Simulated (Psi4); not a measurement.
Psi4 input (wB97X-D/6-31G*):

```
memory 1500 MB

molecule {
0 2
C     0.00109578    0.88292603   -0.03266360
C     0.76578700   -0.36066336    0.05127381
C    -0.76663254   -0.35872664    0.05221618
H     0.00167460    1.68930054   -0.74864081
H     1.29435639   -0.71852672   -0.82707129
H     1.25040395   -0.61994978    0.98734664
H    -1.25075168   -0.61678875    0.98888473
H    -1.29718468   -0.71525146   -0.82547761
symmetry c1
no_reorient
no_com
}

set {
  basis 6-31G*
  reference uks
  scf_type pk
  dft_radial_points 99
  dft_spherical_points 590
  e_convergence 1e-8
  d_convergence 1e-7
  maxiter 150
}

e = energy('wb97x-d')
print_out(f'\nFINAL {e:.10f} DIPOLE {variable("CURRENT DIPOLE")[0]:.6f} {variable("CURRENT DIPOLE")[1]:.6f} {variable("CURRENT DIPOLE")[2]:.6f}\n')
```

Output:

```
   => Loading Basis Set <=

    Name: 6-31G*
    Role: ORBITAL
    Keyword: BASIS
    atoms 1-3 entry C          line   111 file 6-31gs.gbs
    atoms 4-8 entry H          line    44 file 6-31gs.gbs

   => WB97X-D: Empirical Dispersion <=

    Chai and Head-Gordon Dispersion Correction
    Chai, J.-D.; Head-Gordon, M. (2010), J. Chem. Phys., 132: 6615-6620

        s6 =       1.000000

         ---------------------------------------------------------
                                   SCF
               by Justin Turney, Rob Parrish, Andy Simmonett
                          and Daniel G. A. Smith
                              UKS Reference
         ---------------------------------------------------------

  ==> Geometry <==

    Molecular point group: c1
    Full point group: C1

    Geometry (in Angstrom), charge = 0, multiplicity = 2:

       Center              X                  Y                   Z               Mass
    ------------   -----------------  -----------------  -----------------  -----------------
         C            0.001095780000     0.882926030000    -0.032663600000    12.000000000000
         C            0.765787000000    -0.360663360000     0.051273810000    12.000000000000
         C           -0.766632540000    -0.358726640000     0.052216180000    12.000000000000
         H            0.001674600000     1.689300540000    -0.748640810000     1.007825032230
         H            1.294356390000    -0.718526720000    -0.827071290000     1.007825032230
         H            1.250403950000    -0.619949780000     0.987346640000     1.007825032230
         H           -1.250751680000    -0.616788750000     0.988884730000     1.007825032230
         H           -1.297184680000    -0.715251460000    -0.825477610000     1.007825032230

  Running in c1 symmetry.

  Rotational constants: A =      0.79786  B =      0.69418  C =      0.44248 [cm^-1]
  Rotational constants: A =  23919.12816  B =  20811.12093  C =  13265.32841 [MHz]
  Nuclear repulsion =   69.308861125197168

  Charge       = 0
  Multiplicity = 2
  Electrons    = 23
  Nalpha       = 12
  Nbeta        = 11

  ==> Algorithm <==

  SCF Algorithm Type is PK.
  DIIS enabled.
  MOM disabled.
  Fractional occupation disabled.
  Guess Type is SAD.
  Energy threshold   = 1.00e-08
  Density threshold  = 1.00e-07
  Integral threshold = 1.00e-12

  ==> Primary Basis <==

  Basis Set: 6-31G*
    Blend: 6-31G*
    Number of shells: 28
    Number of basis functions: 55
    Number of Cartesian functions: 55
    Spherical Harmonics?: false
    Max angular momentum: 2

  ==> DFT Potential <==

   => LibXC <=

    Version 7.1.2
    S. Lehtola, C. Steigemann, M. J. T. Oliveira, and M. A. L. Marques,  SoftwareX 7, 1–5 (2018) (10.1016/j.softx.2017.11.002)

   => Composite Functional: WB97X-D <=

    wB97X-D Hyb-GGA Exchange-Correlation Functional

    J.-D. Chai and M. Head-Gordon,  Phys. Chem. Chem. Phys. 10, 6615–6620 (2008) (10.1039/B810189B)

    Deriv               =              1
    GGA                 =           TRUE
    Meta                =          FALSE

    Exchange Hybrid     =           TRUE
    MP2 Hybrid          =          FALSE

   => Exchange-Correlation Functionals <=

    1.0000   wB97X-D range-separated functional

   => Exact (HF) Exchange <=

    0.7780            HF,LR [omega = 0.2000]
    0.2220               HF

   => LibXC Density Thresholds  <==

    XC_HYB_GGA_XC_WB97X_D:  1.00E-14

   => Molecular Quadrature <=

    Radial Scheme          =       TREUTLER
    Pruning Scheme         =           NONE
    Nuclear Scheme         =       TREUTLER

    Blocking Scheme        =         OCTREE
    BS radius alpha        =              1
    Pruning alpha          =              1
    Radial Points          =             99
    Spherical Points       =            590
    Total Points           =         440338
    Total Blocks           =           3143
    Max Points             =            256
    Max Functions          =             55
    Weights Tolerance      =       1.00E-15

  ==> Integral Setup <==

  Using in-core PK algorithm.
   Calculation information:
      Number of atoms:                   8
      Number of AO shells:              28
      Number of primitives:             65
      Number of atomic orbitals:        55
      Number of basis functions:        55

      Integral cutoff                 1.00e-12
      Number of threads:                 1

  Performing in-core PK
  Using 3559710 doubles for integral storage.
  We computed 82613 shell quartets total.
  Whereas there are 82621 unique shell quartets.

  Computing range-separated integrals for PK
  We computed 82613 wK shell quartets total.
  Whereas there are 82621 wK unique shell quartets.

  ==> DiskJK: Disk-Based J/K Matrices <==

    J tasked:                  Yes
    K tasked:                  Yes
    wK tasked:                 Yes
    Omega:               2.000E-01
    Schwarz Cutoff:          1E-12


  Cached 100.0% of DFT collocation blocks in 0.666 [GiB].

  Minimum eigenvalue in the overlap matrix is 7.6518511913E-03.
  Reciprocal condition number of the overlap matrix is 1.0601241138E-03.
    Using symmetric orthogonalization.

  ==> Pre-Iterations <==

  SCF Guess: Superposition of Atomic Densities via on-the-fly atomic UHF (no occupation information).

   -------------------------
    Irrep   Nso     Nmo
   -------------------------
     A         55      55
   -------------------------
    Total      55      55
   -------------------------

  ==> Iterations <==

                        Total Energy        Delta E     RMS |[F,P]|

   @UKS iter SAD:  -116.71065335103475   -1.16711e+02   0.00000e+00
   @UKS iter   1:  -117.06751903191299   -3.56866e-01   7.86946e-03 DIIS/ADIIS
   @UKS iter   2:  -117.11992764299541   -5.24086e-02   5.89314e-03 DIIS/ADIIS
   @UKS iter   3:  -117.17179150008390   -5.18639e-02   3.67149e-04 DIIS/ADIIS
   @UKS iter   4:  -117.17220958924302   -4.18089e-04   1.44049e-04 DIIS/ADIIS
   @UKS iter   5:  -117.17227241130861   -6.28221e-05   6.90351e-05 DIIS
   @UKS iter   6:  -117.17228578143967   -1.33701e-05   1.91984e-05 DIIS
   @UKS iter   7:  -117.17228795666179   -2.17522e-06   4.44656e-06 DIIS
   @UKS iter   8:  -117.17228808740937   -1.30748e-07   1.08397e-06 DIIS
   @UKS iter   9:  -117.17228809586918   -8.45981e-09   3.08441e-07 DIIS
   @UKS iter  10:  -117.17228809657432   -7.05143e-10   9.29309e-08 DIIS
  Energy and wave function converged.

  ==> Post-Iterations <==

   Electrons on quadrature grid:
      Nalpha   =   12.0000000133 ; deviation = 1.326e-08
      Nbeta    =   11.0000000403 ; deviation = 4.034e-08
      Ntotal   =   23.0000000536 ; deviation = 5.359e-08

   @Spin Contamination Metric:   3.762203309E-03
   @S^2 Expected:                7.500000000E-01
   @S^2 Observed:                7.537622033E-01
   @S   Expected:                5.000000000E-01
   @S   Observed:                5.000000000E-01

    Orbital Energies [Eh]
    ---------------------

    Alpha Occupied:

       1A    -10.309708     2A    -10.299573     3A    -10.299369
       4A     -0.958097     5A     -0.697998     6A     -0.674138
       7A     -0.576126     8A     -0.550402     9A     -0.450480
      10A     -0.393748    11A     -0.384705    12A     -0.288671

    Alpha Virtual:

      13A      0.199939    14A      0.203637    15A      0.227527
      16A      0.247284    17A      0.265827    18A      0.314860
      19A      0.337793    20A      0.363167    21A      0.577351
      22A      0.636395    23A      0.638562    24A      0.653115
      25A      0.699782    26A      0.720053    27A      0.762326
      28A      0.800137    29A      0.841498    30A      0.873888
      31A      0.959416    32A      1.005602    33A      1.020984
      34A      1.038403    35A      1.063692    36A      1.193554
      37A      1.366571    38A      1.579546    39A      1.761085
      40A      1.890559    41A      1.897213    42A      1.937040
      43A      1.997044    44A      2.111717    45A      2.146732
      46A      2.346583    47A      2.353833    48A      2.564095
      49A      2.570458    50A      2.588233    51A      2.673892
      52A      2.882764    53A      4.173090    54A      4.405509
      55A      4.497698

    Beta Occupied:

       1A    -10.299946     2A    -10.299713     3A    -10.297704
       4A     -0.944073     5A     -0.694505     6A     -0.649065
       7A     -0.566052     8A     -0.534138     9A     -0.444638
      10A     -0.380151    11A     -0.377109

    Beta Virtual:

      12A      0.023506    13A      0.203676    14A      0.212354
      15A      0.230878    16A      0.254940    17A      0.272788
      18A      0.316651    19A      0.339868    20A      0.376408
      21A      0.585643    22A      0.641034    23A      0.641881
      24A      0.688343    25A      0.725753    26A      0.732023
      27A      0.771401    28A      0.808345    29A      0.850627
      30A      0.878697    31A      0.961822    32A      1.012041
      33A      1.029002    34A      1.041565    35A      1.076259
      36A      1.203362    37A      1.367255    38A      1.603579
      39A      1.767004    40A      1.917249    41A      1.918942
      42A      1.953281    43A      2.007715    44A      2.142641
      45A      2.176140    46A      2.348353    47A      2.369002
      48A      2.573818    49A      2.591593    50A      2.597704
      51A      2.700768    52A      2.895230    53A      4.191319
      54A      4.440108    55A      4.498155

    Final Occupation by Irrep:
              A
    DOCC [    11 ]
    SOCC [     1 ]
    NA   [    12 ]
    NB   [    11 ]

  @UKS Final Energy:  -117.17228809657432

   => Energetics <=

    Nuclear Repulsion Energy =             69.3088611251971685
    One-Electron Energy =                -293.2809534918239933
    Two-Electron Energy =                 119.0985935763931280
    DFT Exchange-Correlation Energy =     -12.2970805985018856
    Empirical Dispersion Energy =          -0.0017087078387192
    VV10 Nonlocal Energy =                  0.0000000000000000
    Total Energy =                       -117.1722880965743201

  UHF NO Occupations:
  HONO-2 :   10  A 1.9994290
  HONO-1 :   11  A 1.9991592
  HONO-0 :   12  A 1.0000000
  LUNO+0 :   13  A 0.0008408
  LUNO+1 :   14  A 0.0005710
  LUNO+2 :   15  A 0.0002391
  LUNO+3 :   16  A 0.0001869

Computation Completed

Properties will be evaluated at   0.000000,   0.000000,   0.000000 [a0]

Properties computed using the SCF density matrix

 Multipole Moments:

 ------------------------------------------------------------------------------------
     Multipole            Electronic (a.u.)      Nuclear  (a.u.)        Total (a.u.)
 ------------------------------------------------------------------------------------

 L = 1.  Multiply by 2.5417464519 to convert [e a0] to [Debye]
 Dipole X            :         -0.0002996            0.0000000           -0.0002995
 Dipole Y            :         -0.1493988            0.0000000           -0.1493988
 Dipole Z            :         -0.1800284            0.0000000           -0.1800284
 Magnitude           :                                                    0.2339451

 ------------------------------------------------------------------------------------

FINAL -117.1722880966 DIPOLE -0.000300 -0.149399 -0.180028

*** Psi4 exiting successfully. Buy a developer a beer!
```
